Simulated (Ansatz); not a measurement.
Two isomers of C4H6O: A = `C=COC=C`, B = `C1=CCOC1`.

Calculated with Ansatz (gas phase, PBE0-D4/def2-TZVP geometries, no zero-point term in ΔE). CCSD(T)/CBS is the MP2 limit (def2-TZVPP, def2-QZVPP) plus CCSD(T) − MP2 in def2-TZVPP, frozen cores. DFT in def2-TZVPP. B3LYP here is the variant with VWN-RPA as its local correlation; programs differ in this. Each species was taken in one conformer, which may not be the lowest.

A:

```xyz
11

C    -0.6255    0.4807    1.7117
C    -1.0084    0.9010    0.5133
O    -0.5437    0.4815   -0.6894
C     0.6416   -0.1867   -0.7203
C     0.8976   -1.1081   -1.6330
H     0.1115   -0.2977    1.8573
H    -1.0838    0.9174    2.5879
H    -1.7805    1.6487    0.3753
H     1.3634    0.1372    0.0252
H     0.1497   -1.4125   -2.3539
H     1.8780   -1.5615   -1.6741
```

B:

```xyz
11

C    -0.652    0.224    0.871
C    -0.307    1.063   -0.092
C     0.578    0.368   -1.071
O     0.708   -0.955   -0.579
C    -0.027   -1.108    0.623
H    -1.285    0.438    1.722
H    -0.604    2.100   -0.185
H     1.569    0.838   -1.145
H     0.149    0.349   -2.083
H    -0.775   -1.905    0.504
H     0.647   -1.412    1.437
```

Problem. Which is lower in electronic energy at CCSD(T)/CBS, and by how much? (An estimate is asked.)

Solution. Ansatz gave: B, by 56.9 kJ/mol.

Problem. Give E(B) − E(A) in kJ/mol with CCSD/def2-TZVPP, B3LYP-D4, HF/def2-TZVPP, PBE-D4, B3LYP, CCSD(T)/def2-SVP, B2PLYP. (Best estimate.)

Solution. Ansatz gave: CCSD/def2-TZVPP -59.3, B3LYP-D4 -41.7, HF/def2-TZVPP -52.9, PBE-D4 -50.3, B3LYP -38.9, CCSD(T)/def2-SVP -55.1, B2PLYP -46.8. None reverses the order clearly.

Problem. Does the order hold for the free energy at 298.15 K (harmonic terms from PBE0-D4)? (Best estimate.)

Solution. Computed: Yes: G(B) − G(A) = -44.9 kJ/mol, for one conformer each.

Largest T1 diagnostic: 0.013.

Leaving LDA and LC-ωPBE aside and taking each functional with its dispersion term where it has one, the values, not all of them listed here, spread over 44.8 kJ/mol, from PBE-QIDH to BLYP-D4. LDA lies −17.1 kJ/mol from PBE without D4. From PBE to PBE0 (25 % exact exchange), in def2-TZVPP and without D4, E(B) − E(A) moves by −15.4 kJ/mol.
